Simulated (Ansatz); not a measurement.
Molecule: C₂F₃, charge 0, multiplicity 2. It need not be the lowest isomer of its formula. 
Coordinates optimised at B3LYP-D3(BJ)/def2-TZVP (Ansatz, an electronic-structure program):
SMILES: FC(=[C]F)F
```xyz
5

C      0.0109     0.2166     0.9598
C     -0.0002     0.2322    -0.3516
F      0.0055    -0.7962     1.7820
F      0.0075     1.3433    -1.0632
F     -0.0201    -0.8463    -1.1243
```
Charge 0, spin multiplicity 2.

Quantity: atomisation energy (electronic, to ground-state atoms), in kcal/mol. Correlated levels leave the core frozen unless marked. UHF or UKS for open shells. No spin-orbit coupling. No relativistic terms. The coupled-cluster limit lacks core correlation, which all-electron functionals hold. CBS(X,Y): correlation extrapolated as X^-3; Hartree-Fock from the larger set. [CCSD(T)-MP2]/basis is that difference in the basis named.

| level | program | atomisation energy (kcal/mol) |
|---|---|---|
| B97M-V/def2-TZVPD | Ansatz | 462.4 |
| B3LYP-D4/def2-TZVPD | Ansatz + dftd4 | 460.6 |

Problem. Estimate the value at RI-MP2/CBS(cc-pVTZ,cc-pVQZ)+[CCSD(T)-MP2]/cc-pVTZ as computed with Ansatz.

Solution. 457.2 kcal/mol
